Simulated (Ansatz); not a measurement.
## Worked example: correlation energy of H2Si–Ge⁺, doublet

Geometry: that of the H2Si–Ge, triplet, kept fixed.

```
atom   x (Å)    y (Å)    z (Å)
  Si  0.0000   0.0000   1.6381
  Ge  0.0000   0.0000  -0.7039
   H  0.0000   1.1919   2.5412
   H  0.0000  -1.1919   2.5412
```

Basis cc-pVDZ; Ansatz 0.2.0. Correlated methods freeze the noble-gas cores and the filled d shells of p-block atoms, which leaves 9 electrons in 36 orbitals. Prefix R: restricted or restricted open-shell reference; prefix U: unrestricted. No spin–orbit coupling is included, and no scalar relativity.

Full CI isn't at hand for all of this; UCCSDT(Q) serves as the reference, and is uncertain by about the last step of the cluster series.

Runs differ by some tens of microhartree through their thresholds and, for an open shell, their frozen cores, so steps under 0.03 kcal/mol mean nothing.

| level | total energy (hartree) |
| --- | --- |
| UHF | -2365.112885 |
| UMP2 | -2365.245951 |
| UCCSD | -2365.283958 |
| UCCSD(T) | -2365.289210 |
| UCCSDT | -2365.290561 |
| UCCSDT(Q) | -2365.290837 |

**Question.** What is the correlation energy at UCCSDT(Q), and what share of it do UMP2 and UCCSD(T) recover?

**Answer.** E(corr) = -2365.290837 − (-2365.112885) = -0.177952 hartree = -4.842 eV. UMP2: -0.133066 / -0.177952 = 74.78 %. UCCSD(T): -0.176325 / -0.177952 = 99.09 %.

**Question.** By how many kcal/mol does UCCSD(T) miss UCCSDT(Q) (1 hartree = 627.509 kcal/mol), and which steps make up the rest?

**Answer.** -2365.289210 − (-2365.290837) = 0.001627 hartree = 1.02 kcal/mol. Steps: UCCSDT − UCCSD(T) = -0.85, UCCSDT(Q) − UCCSDT = -0.17 kcal/mol. Differences between like states or geometries often cancel part of this.
